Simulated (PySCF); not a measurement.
Mayer bond orders and bond lengths

Methylthioborine, CH₃BS.
Atom-mapped SMILES: `[CH3:1][B:2]=[S:3]` (hydrogens: H4, H5, H6 on C1)

Structure used (PBE0-D3(BJ)/def2-TZVP), in Å, numbered top down from 1:
```xyz
6
CH3BS angstrom
C     -0.6065    0.0056    0.0129
B      0.9131   -0.0409   -0.0928
S      2.5170   -0.0821   -0.2077
H     -0.9999    0.8897   -0.4960
H     -0.9216    0.0452    1.0590
H     -1.0554   -0.8797   -0.4444
```

Bond orders from the PBE0/pcSseg-2 density (PySCF). Isolated species at its PBE0-D3(BJ)/def2-TZVP geometry, gas phase.

Task: How far do the computed orders between heavy atoms stray from the drawn ones?

Result: The largest departure is 0.467, at B2–S3 (drawn double, 2.467).

Task: Give the Mayer order of every bond between heavy atoms, beside its length.

Result: 
```json
{"bond": "C1–B2", "drawn as": "single", "length (Å)": "1.524", "Mayer order": "1.084"}
{"bond": "B2–S3", "drawn as": "double", "length (Å)": "1.608", "Mayer order": "2.467"}
```

Task: And the bonds to hydrogen?

Result: C–H: 0.96 (3 bonds).

Task: Sum the orders of all bonds at each heavy atom with more than one neighbour and set the sums beside the valence in the SMILES.

Result: C1 3.952 (drawn 4), B2 3.551 (drawn 3). Orders between atoms that aren't bonded are not in these sums.

Mayer orders depend on the basis set.

The run behind these numbers computed NMR shieldings as well. On one thread of an Arm Neoverse V1, no GPU, shared host with 32 logical CPUs at a one-minute load of 13, this took 8.8 s (grids of density and orbitals included) and 0.63 GiB of memory at its peak.
